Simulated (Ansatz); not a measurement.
Results of the Gaussian-basis code of Ansatz.

Basis-set series for C4H6F2 (`C/C(F)=C(/C)F`). Total charge 0; spin multiplicity 1. The structure was optimised at the PBE0-D4/def2-TZVP level.

```
functional       basis  functions  energy (Eh)  HOMO (eV)  LUMO (eV)
   PBE0-D4    def2-SVP        114   -355.06065      -6.66       0.95
   PBE0-D4  def2-QZVPP        522   -355.49304      -6.79       0.74
   ωB97M-V    def2-SVP        114   -355.29555      -8.87       3.13
   ωB97M-V  def2-QZVPP        522   -355.74129      -9.03       1.90
```

Task: Give the rows for def2-TZVPP. (Estimate.)

Result: The calculation gave: 
```csv
functional,basis,functions,energy (Eh),HOMO (eV),LUMO (eV)
PBE0-D4,def2-TZVPP,270,-355.47429,-6.75,0.82
ωB97M-V,def2-TZVPP,270,-355.72338,-8.99,2.84
```

Positive LUMOs are unbound and depend on the basis.
